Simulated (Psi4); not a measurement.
# wB97X-D/cc-pVDZ (sweep point 1) run of SiH2O (oxosilane)

What is the vertical electron affinity of SiH2O (oxosilane) at wB97X-D/cc-pVDZ (sweep point 1)? 

Program for the calculation: Psi4 1.11.

## 1. The system as given

SiH2O: 4 atoms, total charge 0, spin state singlet. As SMILES, `O=[SiH2]`. The shape is that of a PBE0-D4/def2-TZVP optimisation.

Bond lengths: O1–Si2 1.516 Å, Si2–H3 1.485 Å, Si2–H4 1.486 Å. Angles: O1–Si2–H3 124.0°, O1–Si2–H4 124.0°, H3–Si2–H4 111.9°.

## 2. The energy at wB97X-D/cc-pVDZ (sweep point 1)

calc.in

```
memory 1600 MB

molecule {
  0 1
  O     -0.53517044     0.78140175     2.77695254
  Si    -0.01266117     0.01851932     0.06595144
  H      0.83129052    -2.54357136    -0.71091497
  H     -0.28345892     1.74365030    -2.13217799
  units bohr
  symmetry c1
}

set globals {
  basis cc-pVDZ
  puream true
  scf_type pk
  dft_radial_points 99
  dft_spherical_points 590
}

E, wfn = energy('wb97x-d', return_wfn=True)
```

Started as:

```sh
$ psi4 calc.in calc.out -n 1
```

calc.out:

```text
[...]
  Running in c1 symmetry.
[...]
  Nuclear repulsion =   52.484790023665980
[...]
  Multiplicity = 1
[...]
  Nalpha       = 12
  Nbeta        = 12
[...]
    Number of basis functions: 42
[...]
   @RKS iter   1:  -365.62886695533689   -4.26971e-01   1.72981e-02 DIIS/ADIIS
[...]
   @RKS iter   9:  -365.85540120056606   -3.73257e-09   2.14192e-07 DIIS
[...]
    Orbital Energies [Eh]
    ---------------------
    Doubly Occupied:
       1A    -66.333882     2A    -19.230039     3A     -5.448269
       4A     -3.796473     5A     -3.790597     6A     -3.789539
       7A     -1.029975     8A     -0.616713     9A     -0.481573
      10A     -0.436568    11A     -0.401864    12A     -0.365522
[...]
  @RKS Final Energy:  -365.85540120056606
   => Energetics <=
    Nuclear Repulsion Energy =             52.4847900236659797
    One-Electron Energy =                -610.3785138557080927
    Two-Electron Energy =                 213.7192247231486988
    DFT Exchange-Correlation Energy =     -21.6804394015766491
    Empirical Dispersion Energy =          -0.0004626900959729
    VV10 Nonlocal Energy =                  0.0000000000000000
    Total Energy =                       -365.8554012005660638
[...]
 Multipole Moments:
 ------------------------------------------------------------------------------------
     Multipole            Electronic (a.u.)      Nuclear  (a.u.)        Total (a.u.)
 ------------------------------------------------------------------------------------
 L = 1.  Multiply by 2.5417464519 to convert [e a0] to [Debye]
 Dipole X            :         -0.2051328            0.4532372            0.2481044
 Dipole Y            :          0.2995603           -0.6618064           -0.3622461
 Dipole Z            :          1.0651167           -2.3521705           -1.2870538
 Magnitude           :                                                    1.3598843
[...]
```

Wall time 4.5 s (1 thread of AMD EPYC 9R45 (Zen 5), shared host); peak memory 0.58 GiB.

## 3. The doublet anion

input.in

```
memory 1600 mb

molecule geom {
  -1 2
  O     -0.53517044     0.78140175     2.77695254
  Si    -0.01266117     0.01851932     0.06595144
  H      0.83129052    -2.54357136    -0.71091497
  H     -0.28345892     1.74365030    -2.13217799
  units bohr
  symmetry c1
}

set basis cc-pVDZ
set reference uks
set puream true
set scf_type pk
set dft_radial_points 99
set dft_spherical_points 590
set maxiter 150

energy_value, wavefunction = energy("wb97x-d", return_wfn=True)
```

Started as:

```sh
$ psi4 input.in input.out -n 1
```

input.out:

```text
[...]
  Running in c1 symmetry.
[...]
  Nuclear repulsion =   52.484790023665980
[...]
  Multiplicity = 2
[...]
  Nalpha       = 13
  Nbeta        = 12
[...]
    Number of basis functions: 42
[...]
   @UKS iter   1:  -365.57862858117591   -3.76733e-01   1.85384e-02 DIIS/ADIIS
[...]
   @UKS iter   9:  -365.84072292869229   -8.16861e-08   8.19371e-07 DIIS
[...]
   @S^2 Observed:                7.547943796E-01
[...]
    Orbital Energies [Eh]
    ---------------------
    Alpha Occupied:
       1A    -66.036502     2A    -18.947877     3A     -5.151442
       4A     -3.497439     5A     -3.495409     6A     -3.495109
       7A     -0.765394     8A     -0.359752     9A     -0.225054
      10A     -0.177347    11A     -0.161434    12A     -0.107949
      13A      0.035778
    Alpha Virtual:
      14A      0.308906    15A      0.357111    16A      0.436437
      17A      0.513893    18A      0.548323    19A      0.607892
      20A      0.651914    21A      0.685150    22A      0.753660
      23A      0.763496    24A      0.773661    25A      0.950962
[...]
  @UKS Final Energy:  -365.84072292869229
   => Energetics <=
    Nuclear Repulsion Energy =             52.4847900236659797
    One-Electron Energy =                -617.0311569930759106
    Two-Electron Energy =                 220.5244807203550863
    DFT Exchange-Correlation Energy =     -21.8183739895415201
    Empirical Dispersion Energy =          -0.0004626900959729
    VV10 Nonlocal Energy =                  0.0000000000000000
    Total Energy =                       -365.8407229286923439
[...]
 Multipole Moments:
 ------------------------------------------------------------------------------------
     Multipole            Electronic (a.u.)      Nuclear  (a.u.)        Total (a.u.)
 ------------------------------------------------------------------------------------
 L = 1.  Multiply by 2.5417464519 to convert [e a0] to [Debye]
 Dipole X            :         -0.3890970            0.4532372            0.0641402
 Dipole Y            :          0.5679915           -0.6618064           -0.0938149
 Dipole Z            :          2.0192203           -2.3521705           -0.3329502
 Magnitude           :                                                    0.3518111
[...]
```

Run time: 5.4 s. Hardware: 1 thread of AMD EPYC 9R45 (Zen 5), shared host; peak memory 0.58 GiB.

## 4. What came out

Level: wB97X-D/cc-pVDZ (sweep point 1).

```
                                         quantity          value
                      singlet SiH2O: total energy  -365.85540 Eh
                     singlet SiH2O: dipole moment         3.46 D
                       singlet SiH2O: HOMO energy       -9.95 eV
                       singlet SiH2O: LUMO energy       -0.07 eV
                     singlet SiH2O: HOMO–LUMO gap        9.88 eV
                 singlet SiH2O: dispersion energy   -1.21 kJ/mol
                      doublet anion: total energy  -365.84072 Eh
doublet anion: HOMO energy (highest over α and β)        0.97 eV
 doublet anion: LUMO energy (lowest over α and β)        7.26 eV
                 doublet anion: dispersion energy   -1.21 kJ/mol
                              doublet anion: ⟨S²⟩          0.755
vertical electron affinity (to the doublet anion)      -0.399 eV
```

In words: The anion lies 0.40 eV (9.2 kcal/mol) above the neutral: the electron isn't bound at this level, and such a value depends on the basis. Without diffuse functions anions come out too high. The HOMO (doublet anion) lies at positive energy, 0.97 eV; only total energies tell whether the electron is bound.
